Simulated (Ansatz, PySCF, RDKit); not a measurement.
Pair of molecules: NH3 (SMILES N) (first 4 atoms) with CH4 (SMILES C); geometry from A24 set.
(charge 0, multiplicity 1):
```csv
atom,x (Å),y (Å),z (Å)
N,0.0000,0.0000,1.8483
H,0.9373,0.0000,2.2321
H,-0.4687,-0.8117,2.2321
H,-0.4687,0.8117,2.2321
H,0.0000,0.0000,-0.9450
C,0.0000,0.0000,-2.0336
H,0.5125,0.8877,-2.4010
H,0.5125,-0.8877,-2.4010
H,-1.0250,0.0000,-2.4010
```

Interaction energies are E(AB) − E(A) − E(B) at the monomers' geometry in the complex; basis-set methods are counterpoise corrected. Rows marked so take none. RDKit's UFF carries no charges.

Rows in 6-31G*, STO-3G carry no dispersion term and start afresh at each structure (6-31G* with six Cartesian d functions). MP2/6-31G* freezes PySCF's default core.

Programs: Ansatz (Gaussian orbitals); PySCF for 6-31G* rows, STO-3G rows, the dispersion terms; RDKit for the force fields. Each number belongs to the level named beside it.

```
level                        interaction energy (kJ/mol)
---------------------------  ---------------------------
UFF                                                 -1.1
HF/STO-3G (no counterpoise)                         -2.3
SVWN5/def2-TZVPPD                                      …
B97M-V/def2-TZVPPD                                  -3.5
B3LYP/6-31G*                                        -2.2
PBE0-D3(BJ)/def2-TZVPPD                             -3.9
PBE0-D4/def2-TZVPPD                                 -3.9
CAM-B3LYP/def2-TZVPPD                               -2.0
MP2/6-31G*                                          -2.0
```

**Question.** Some entries are withheld; supply them.

**Answer.** 
- SVWN5/def2-TZVPPD, interaction energy (kJ/mol): -6.6

Ansatz is a program for electronic structure.
